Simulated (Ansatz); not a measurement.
## Point defect: Al interstitial in Al

All numbers below come from DFT PBEsol, scalar-relativistic, plane waves, PAW (Ansatz 0.2.0). Run with 420 eV cutoff, 4×4×4 k-mesh, Gaussian smearing of 0.10 eV, no spin polarisation.

Host crystal, relaxed:

```
CELL_PARAMETERS angstrom
0.00000 2.00770 2.00770
2.00770 0.00000 2.00770
2.00770 2.00770 0.00000
ATOMIC_POSITIONS crystal
Al 0.00000 0.00000 0.00000
```

Supercell of 27 atoms, rows in host cell vectors: 3 0 -3; 0 0 -3; 0 3 -3. Atoms relax at the host's cell from a start displaced at random by 0.06 Å near the defect, so other minima may exist. The cell is small, so energies carry finite-size errors of tenths of an eV. The host is a metal. Atoms are taken from and returned to the elements' standard states.

Defect: Al interstitial at (0.500, 0.500, 0.500) of the host cell.

Task: What is the formation energy of the neutral defect?

Result: 3.80 eV.

Task: Does the neutral defect carry a moment, and how do its surroundings relax?

Result: The neutral run had no spin polarisation, so a moment wasn't tested. The nearest neighbours before are 6 Al at 2.01 Å; after relaxation the atoms near the site are 1 Al at 2.37 Å, 2 Al at 2.38 Å, 1 Al at 2.41 Å, 2 Al at 2.42 Å; the largest move is 0.46 Å.

Cost: 2 runs of about 5.6 core-minutes in all, on Intel Xeon 6975P-C (Granite Rapids) (shared hosts).